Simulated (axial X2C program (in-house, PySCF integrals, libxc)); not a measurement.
# SiB⁻: properties at the nuclei

Wanted for SiB⁻: properties at the nuclei, at the two-component level.

The runs use an in-house X2C program for linear molecules on PySCF integrals; two-component X2C with atomic mean-field terms, Si dyall-av3z, B dyall-av3z.

All values are calculated.

**1. Input**

task.json

```json
{
 "zs": [
  14,
  5
 ],
 "q": -1,
 "bas": [
  "dyall-av3z",
  "dyall-av3z"
 ],
 "r0": 2.01,
 "levels": [
  "PBE0",
  "HF",
  "r2SCAN",
  "BHandHLYP",
  "TPSSh"
 ],
 "nst": 3
}
```

Keys: zs atomic numbers; q charge; bas basis sets; r0 starting distance in Å; levels methods (HF also brings MP2); nst determinants followed.

On the command line:

```bash
$ python soeom.py task.json out
```

After this run come: Expectation values, lowest determinant; Expectation values, a higher determinant; Expectation values, a higher determinant.

What does the calculation give? Wanted: lowest determinant; Eeff magnitude; Ws magnitude Si; A∥/gI Si; qzz Si; higher determinant (for each run or level that gives them).

The runs gave:

```
                                        quantity                                            value
                              lowest determinant   Ω = 2 (excess of +ω over −ω: ω = 1/2, ω = 3/2)
                    Eeff magnitude (GV/cm), PBE0                                           0.0333
                     Ws magnitude Si (kHz), PBE0                                          0.00553
                            A∥/gI Si (MHz), PBE0                                             47.7
                             qzz Si (a.u.), PBE0                                            -0.80
                              higher determinant  Ω = 1 (excess of +ω over −ω: ω = -1/2, ω = 3/2)
Eeff magnitude (GV/cm), PBE0, higher determinant                                           0.0248
 Ws magnitude Si (kHz), PBE0, higher determinant                                          0.00781
        A∥/gI Si (MHz), PBE0, higher determinant                                             69.6
         qzz Si (a.u.), PBE0, higher determinant                                            -0.71
                              higher determinant        Ω = 1 (excess of +ω over −ω: 2 × ω = 1/2)
Eeff magnitude (GV/cm), PBE0, higher determinant                                           0.0255
 Ws magnitude Si (kHz), PBE0, higher determinant                                          0.00812
        A∥/gI Si (MHz), PBE0, higher determinant                                              135
         qzz Si (a.u.), PBE0, higher determinant                                            -0.71
```

**Reading.** In the first state, the effective field runs from 0.0298 to 0.0387 GV/cm over the mean-field levels. The expectation values come from single determinants, which for open shells can mix terms of unlike spin or miss the lowest Ω, so a determinant need not be a state. Eeff is the effective electric field on the electron dipole moment in this Ω state and Ws the scalar–pseudoscalar constant (defined with the proton number Z and per Ω); A∥ is the parallel hyperfine constant, which follows by multiplying with the nuclear g factor gI = μI/(I μN); qzz is the electric field gradient, eQq0 = 234.96 MHz × Q/barn × qzz. The operators were transformed with the bare-nucleus X2C matrices.
